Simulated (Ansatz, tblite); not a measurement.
**TeOF2: rung by rung**

Aim: run the singlet of TeOF2 at one geometry on many levels, and compare frontier levels, spin and run time.

The runs use Ansatz 0.2.0, Gaussian basis; as each input shows.

Plan: GFN1-xTB, GFN2-xTB, PBE-D4/def2-TZVP, r2SCAN-D4/def2-TZVP, revPBE-D4/def2-TZVP, ωB97X-V/def2-TZVP, HSE06-D4/def2-TZVP, r2SCANh-D4/def2-TZVP, CAM-B3LYP-D4/def2-TZVP, LC-ωPBE/def2-TZVP, ωB97M-V/def2-TZVP, PBE-D4/def2-SVP, PBE0-D4/def2-SVP, CCSD(T)/def2-TZVPP, MP2/def2-TZVP, RPA/def2-TZVP.

1 further run of the same task is left out (set aside as unsound or not needed).

### Step 1. The relaxed structure

The singlet was relaxed beforehand with PBE0-D4/def2-TZVP.

4 atoms, charge 0, spin multiplicity 1.

Bond lengths: Te1–O2 1.753 Å, Te1–F3 1.882 Å, Te1–F4 1.882 Å. Angles: O2–Te1–F3 102.5°, O2–Te1–F4 102.5°, F3–Te1–F4 91.6°.

Te takes a core potential in the def2 sets. No spin-orbit coupling is included.

PBE0-D4/def2-TZVP was run before; its log isn't repeated, and its numbers join the tables.

### Step 2. GFN1-xTB

Tight binding, by tblite at 300 K electronic temperature and without a spin-polarisation term:

```python
tblite.interface.Calculator('GFN1-xTB', numbers, positions, charge=0, uhf=0).singlepoint()
```

Energy -508.7485 eV, HOMO -15.19 eV, LUMO -10.48 eV; 0.003 s.

### Step 3. GFN2-xTB

Tight binding, by tblite at 300 K electronic temperature and without a spin-polarisation term:

```python
tblite.interface.Calculator('GFN2-xTB', numbers, positions, charge=0, uhf=0).singlepoint()
```

Energy -452.7658 eV, HOMO -14.01 eV, LUMO -8.90 eV; 0.002 s.

### Step 4. PBE-D4/def2-TZVP

start.molden holds the orbitals of an earlier run on this state, given as this run's starting guess.

in.yaml

```yaml
crystal:
  periodic: [false, false, false]
  atoms:
    - {symbol: Te, position_ang: [0.066017, 0.003429, 0.662412]}
    - {symbol: O, position_ang: [1.637262, -0.030395, -0.113725]}
    - {symbol: F, position_ang: [-0.827246, 1.362721, -0.283757]}
    - {symbol: F, position_ang: [-0.876022, -1.335755, -0.264940]}
basis:
  gaussian: {orbitals: def2-TZVP, initial_orbitals: start.molden}
hamiltonian: {xc: pbe, dispersion: d4}
scf: {omitted_lower_state_checks: [starts]}
output: {orbitals: {seedname: orbitals}}
```

Launch:

```sh
> ansatz run in.yaml --threads 4 --pin off --events-out ev --progress --plain --max-ram 3916MiB
```

The runs that follow: r2SCAN-D4/def2-TZVP; revPBE-D4/def2-TZVP; ωB97X-V/def2-TZVP; HSE06-D4/def2-TZVP; r2SCANh-D4/def2-TZVP; CAM-B3LYP-D4/def2-TZVP; LC-ωPBE/def2-TZVP; ωB97M-V/def2-TZVP; PBE-D4/def2-SVP; PBE0-D4/def2-SVP; CCSD(T)/def2-TZVPP; MP2/def2-TZVP; RPA/def2-TZVP.

**Question.** What will the summary of the whole plan be? Wanted: gap in def2-TZVP, named functionals, smallest and largest; correlation energy, CCSD(T)/def2-TZVPP; correlation energy, MP2/def2-TZVP; binding an atom, functionals in def2-TZVP; PBE0 total energy, smallest basis above largest.

As calculated:

```
                                                 quantity                                  value
gap in def2-TZVP, named functionals, smallest and largest   4.39 eV (PBE-D4), 11.53 eV (LC-ωPBE)
                   correlation energy, CCSD(T)/def2-TZVPP                              -33.30 eV
                        correlation energy, MP2/def2-TZVP                              -33.24 eV
                binding an atom, functionals in def2-TZVP  2.96 (r2SCANh-D4) to 3.34 eV (PBE-D4)
          PBE0 total energy, smallest basis above largest         10.89 eV (def2-SVP, def2-TZVP)
```

What this shows: Orbital gaps of the named functionals in def2-TZVP span 4.39 eV (PBE-D4) to 11.53 eV (LC-ωPBE); exact exchange widens it. Notes on CCSD(T)/def2-TZVPP: large T1 diagnostic.
